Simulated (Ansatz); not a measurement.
# AlClO: the cost of one run

The runs use Ansatz 0.2.0, Gaussian basis; def2-QZVPP, core rule «outside noble gas», up to 11 orbitals frozen.

To be run: UHF; ROHF; CCSD(T) on UHF.

2 further runs of the same task are left out: 2 set aside as unsound or not needed.

## (1) The geometry

The geometry is a PBE0/def2-TZVP stationary point (not a proven minimum) of the parent state, kept for this charge and spin.

3 atoms, charge 0, spin multiplicity 3.

Atoms are counted from 1 here; the program's logs count them from 0.

Bond lengths: Al1–O2 1.699 Å, O2–Cl3 1.640 Å. Angles: Al1–O2–Cl3 180.0°.

## (2) UHF

Input file in.yaml:

```yaml
crystal:
  periodic: [false, false, false]
  atoms:
    - {symbol: Al, position_ang: [0.000000, 0.000000, 1.679233]}
    - {symbol: O, position_ang: [0.000000, 0.000000, -0.019667]}
    - {symbol: Cl, position_ang: [0.000000, 0.000000, -1.659567]}
basis:
  gaussian: {orbitals: "def2-QZVPP.json"}
magnetization: {spin_polarized: true, initial_magnetization: 2}
hamiltonian: {xc: hf}
output: {orbitals: {seedname: orbitals}}
```

The run is started by

```
$ ansatz run in.yaml --threads 1 --pin off --events-out ev --progress --plain --max-ram 2393MiB
```

**Question.** How long does this run take on 1 thread of Arm Neoverse V2, shared host, and how much memory does it need?

About 23 s, with a peak of 0.46 GiB.
